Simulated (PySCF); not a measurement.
Gas-phase reaction: 4 C2H5F + CH3C(CH3)2CH3 → CF4 + 4 C3H8

Method: PySCF energies plus ideal-gas RRHO corrections (1 bar). † marks an energy on the PBE0/def2-TZVP geometry and frequencies; other levels use their own. MP2 freezes the core. 6-31G* has spherical d functions here. All species are closed-shell singlets. B3LYP is the form with VWN-RPA correlation. MP2 isn't extrapolated to the basis-set limit; its ΔH°(298 K) is -155.8 kJ in def2-SVP and -106.7 kJ in def2-TZVPP. The harmonic model lacks anharmonicity and excited electronic states, which grow with temperature; levels with a mode under 35 cm⁻¹ are left out. Internal rotation in C2H5F, CH3C(CH3)2CH3, C3H8 is treated as a harmonic vibration of one conformer, which makes the entropy rough.

```
level            ΔE electronic, kJ  ΔH°(298 K), kJ  ΔS°(298 K), J/K  ΔG°(1400 K), kJ
---------------  -----------------  --------------  ---------------  ---------------
B3LYP/6-31G*                  -147            -150              -24             -116
MP2/def2-SVP†                 -154            -156              -25             -120
MP2/def2-TZVPP†               -105            -107              -25              -71
PBE0/def2-TZVP                -113            -115              -25              -79
LDA/def2-TZVP†                -119            -121              -25              -85
```
ΔH° is lowest at MP2/def2-SVP† and highest at MP2/def2-TZVPP†. No reference value is set beside these.
